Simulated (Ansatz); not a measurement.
Results of LDA (plane waves, PAW; Ansatz, a quantum-chemistry and plane-wave program) for zinc-blende HgSe.

Run with plane-wave cutoff 520 eV, 20×20×20 k mesh, Fermi–Dirac smearing 0.05 eV, perturbation theory, scalar-relativistic PAW data made under PBE.

Computed at the level's own relaxed cell.

```cif
data_HgSe
_chemical_formula_sum 'Hg1 Se1'
_space_group_name_H-M_alt 'P 1'
_space_group_IT_number 1
_cell_length_a 4.28730
_cell_length_b 4.28730
_cell_length_c 4.28730
_cell_angle_alpha 60.000
_cell_angle_beta 60.000
_cell_angle_gamma 60.000
loop_
_space_group_symop_operation_xyz
  'x, y, z'
loop_
_atom_site_label
_atom_site_type_symbol
_atom_site_fract_x
_atom_site_fract_y
_atom_site_fract_z
_atom_site_occupancy
Hg1 Hg 0.00000 0.00000 0.00000 1
Se1 Se 0.75000 0.75000 0.75000 1
```

Harmonic phonon frequencies (cm⁻¹; i marks an imaginary mode; at Γ without the LO shift):

```
q point        frequencies
-------  -----------------
Γ        0 0 0 132 132 132
X                      [?]
L                      [?]
```

Problem. Complete the blanks.

Solution. 
- X, frequencies: 19 19 99 173 174 174
- L, frequencies: 22 22 88 155 155 183

No imaginary mode appears at these points.

Note: the solid has no gap at this level, which affects its response.
